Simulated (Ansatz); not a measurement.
ClHSSi, SMILES S[Si]Cl: vertical spin-state energies, run with Ansatz 0.2.0 through its Python package.

`spin.py`:
```python
# -*- coding: utf-8 -*-
"""Vertical spin-state energies of ClHSSi."""

import ansatz
from ase import Atoms

config = {
    "basis": "6-31G*",
    "functional": "R2SCAN0",
}

atoms = Atoms(["S", "Si", "Cl", "H"], positions=[
    [-0.1646, 0.9556, -0.6123],
    [-0.1173, -0.8568, 0.4488],
    [1.7811, -1.1284, 1.0726],
    [-1.4437, 0.9693, -0.9293],
])
clhssi = ansatz.Crystal.molecule_from_ase(atoms)

model = clhssi.calculation().basis(gaussian=config["basis"]).functional(config["functional"])
found = {}
for unpaired in [0, 2]:
    summary = model.spin("collinear", total=unpaired).run().report
    s = unpaired / 2
    found[unpaired] = summary["free_energy_ev"]
    print(f"2S+1 = {unpaired + 1}: E = {found[unpaired]:.5f} eV, <S^2> = {abs(summary['mean_field']['state']['spin_squared']):.3f} (pure state {s * (s + 1):.2f})")
lowest = min(found, key=found.get)
for unpaired, e in found.items():
    print(f"multiplicity {unpaired + 1}: {23.060548 * (e - found[lowest]):.1f} kcal/mol above the lowest")
```

Which spin state is lowest at this geometry, and how far above lie the others?

In order: multiplicity 1 (+0.00 eV) and multiplicity 3 (+1.85 eV), all at the one geometry.

What the script printed:

```console
$ python spin.py
2S+1 = 1: E = -31248.83588 eV, <S^2> = 0.000 (pure state 0.00)
2S+1 = 3: E = -31246.98642 eV, <S^2> = 2.005 (pure state 2.00)
multiplicity 1: 0.0 kcal/mol above the lowest
multiplicity 3: 42.6 kcal/mol above the lowest
```

What to keep in mind:
- Total energies depend on the basis set; only differences at equal settings carry meaning.
- The geometry is a force-field or estimated start, not a minimum of this method, and the basis set is short of its limit. All parts are taken at fixed geometry, without zero-point energy.
- Finished in 6.3 s on 1 thread of Intel(R) Xeon(R) 6975P-C (Granite Rapids), with other jobs on the host, peak memory 0.26 GiB.

(A comment or docstring line of the script was reworded after the run, the code is as it ran; lines on the test bed's own set-up are left out of the output.)
